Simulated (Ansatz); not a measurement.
Mulliken charges of C₂H₄FNO (`N=C(F)CO`) from r2SCAN/def2-TZVPP in Ansatz (PBE0-D4/def2-TZVP geometry).

```tsv
atom	x (Å)	y (Å)	z (Å)	charge (e)
N1	-0.442	0.929	1.423	-0.256
C2	0.428	0.339	0.760	0.194
F3	1.708	0.416	1.140	-0.186
C4	0.302	-0.509	-0.474	0.111
O5	-1.005	-0.536	-0.975	-0.359
H6	-1.355	0.744	1.012	0.165
H7	1.036	-0.161	-1.211	0.063
H8	0.578	-1.534	-0.213	0.064
H9	-1.162	0.266	-1.480	0.204
```

Q: By hand: the dipole of these point charges (1 e Å = 4.8032 D).

A: Σ q r = (-0.086, -0.045, -0.356) e Å, of length 0.369 e Å = 1.77 D.

Q: How does the dipole of the full density compare? (Best estimate.)

A: The calculation gave: (-0.062, -0.093, -0.600) e Å, 2.93 D; the point charges give 0.60 times that, at 8° from its direction.

Point charges leave out the atoms' own dipoles, such as those of lone pairs, and Mulliken's split depends on the basis, so the two needn't agree.
